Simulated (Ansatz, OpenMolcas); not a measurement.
**Exact exchange and the HOMO–LUMO gap of Si2NH7**

The species is Si2NH7 (10 atoms), meant as a singlet with charge 0. As SMILES, `[SiH3]N[SiH3]`. Geometry: relaxed at PBE0-D4/def2-TZVP.

The HOMO–LUMO gap y, in eV, basis 6-31G(d); a is the functional's share of exact exchange. Programs: Ansatz 0.2.0, OpenMolcas 26.06.

| functional | program | a | y (eV) |
| --- | --- | --- | --- |
| revPBE | Ansatz | 0 | 5.52 |
| TPSS | OpenMolcas | 0 | 5.83 |
| B3LYP | Ansatz | 0.2 | ? |
| PBE0 | Ansatz | 0.25 | 7.68 |
| r2SCAN0 | Ansatz | 0.25 | 8.19 |
| BHLYP | Ansatz | 0.5 | 9.85 |

Q: Fit y = c + s·a to the known rows and predict B3LYP.

A: 
1. Means of the 5 rows: a = 0.2000, y = 7.414.
2. Σ(Δa)² = 0.175, Σ(Δa·Δy) = 1.4785, so the slope is 1.4785/0.175 = 8.4486.
3. Intercept: 7.414 − (8.4486) × 0.2000 = 5.724. The largest residual of the fit is 0.35.
4. B3LYP: 5.724 + (8.4486) × 0.2 = 7.41 eV.

The run gave 7.24 eV, so the prediction is off by +0.17 eV, within the scatter of the fit. Exact exchange lowers occupied levels and raises empty ones. The rows mix families of semi-local functionals, which the line can't see.
